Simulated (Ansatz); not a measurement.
**Lattice parameter c of Bi (model structure, started from the beta-Sn type, I4₁/amd, No. 141, 2 atoms in the cell) at several levels of theory**

No measured value is used here.

```csv
level (code),value (Å)
PBE (Ansatz),3.372
PBEsol (Ansatz),3.315
PBE-D3(BJ) (Ansatz),3.324
r²SCAN (Ansatz),(withheld)
```

Question: Complete the blanks.

Answer: 
- r²SCAN (Ansatz, a program for electronic structure), value (Å): 3.353

Density-functional levels without +SOC have no spin–orbit coupling. Ansatz's density-functional and Hartree–Fock values are scalar-relativistic unless marked +SOC, with PAW data made under PBE.

A model structure was made by putting elements into a prototype or built by hand; it is no filed structure, need not be a known phase, and can be a saddle point held by its symmetry.
